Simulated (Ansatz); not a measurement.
Geometry optimisation, Ansatz 0.2.0, UKS B3LYP/def2-SVP.

Input file:

```yaml
crystal:
  periodic: [false, false, false]
  atoms:
    - { symbol: O, position_ang: [-1.5341, -0.7688, 1.0133] }
    - { symbol: C, position_ang: [-0.333, -0.9641, 0.3818] }
    - { symbol: C, position_ang: [0.3596, 0.3379, 0.2463] }
    - { symbol: C, position_ang: [0.8971, 0.8526, -0.9025] }
    - { symbol: Cl, position_ang: [1.6575, 2.3281, -1.0199] }
    - { symbol: H, position_ang: [-2.0406, -0.0301, 0.4744] }
    - { symbol: H, position_ang: [0.2669, -1.6496, 1.0155] }
    - { symbol: H, position_ang: [-0.4639, -1.4235, -0.5927] }
    - { symbol: H, position_ang: [0.5773, 0.8917, 1.2297] }
    - { symbol: H, position_ang: [0.6964, 0.3746, -1.843] }
magnetization:
  spin_polarized: true
basis:
  gaussian: { orbitals: def2-SVP }
hamiltonian:
  xc: b3lyp
relax:
  f_tol: 0.02
  max_steps: 50
```

Run as:

```bash
$ ansatz run input.yaml --threads 2 --pin off --max-ram 3072MiB --backend cpu --events-out ev --progress --plain --runs-dir out
```

Problem. Where does it end, and by what steps?

Solution. It converged. After 7 steps the energy has fallen by 0.410 eV; H6 moved furthest, 0.12 Å.

```json
{"step": "0", "energy less start (eV)": "0.0000", "largest force component (eV/Å)": "3.168", "accepted": "yes"}
{"step": "1", "energy less start (eV)": "-0.2738", "largest force component (eV/Å)": "2.236", "accepted": "yes"}
{"step": "2", "energy less start (eV)": "-0.3652", "largest force component (eV/Å)": "1.004", "accepted": "yes"}
{"step": "3", "energy less start (eV)": "-0.2797", "largest force component (eV/Å)": "2.044", "accepted": "no"}
{"step": "4", "energy less start (eV)": "-0.4052", "largest force component (eV/Å)": "0.371", "accepted": "yes"}
{"step": "5", "energy less start (eV)": "-0.4059", "largest force component (eV/Å)": "0.185", "accepted": "yes"}
{"step": "6", "energy less start (eV)": "-0.4094", "largest force component (eV/Å)": "0.035", "accepted": "yes"}
{"step": "7", "energy less start (eV)": "-0.4095", "largest force component (eV/Å)": "0.020", "accepted": "yes"}
```

```xyz
10
Properties=species:S:1:pos:R:3
O -1.587 -0.774 1.019
C -0.335 -0.936 0.382
C 0.423 0.359 0.272
C 0.852 0.856 -0.890
Cl 1.727 2.353 -1.042
H -2.094 -0.123 0.516
H 0.229 -1.643 1.013
H -0.429 -1.405 -0.619
H 0.603 0.907 1.203
H 0.693 0.355 -1.850
```

Whether the end is a true minimum wasn't checked by a vibrational analysis.

Time of the run: 27 s on 2 threads of Arm Neoverse V2, on a shared host, peak memory 0.28 GiB.
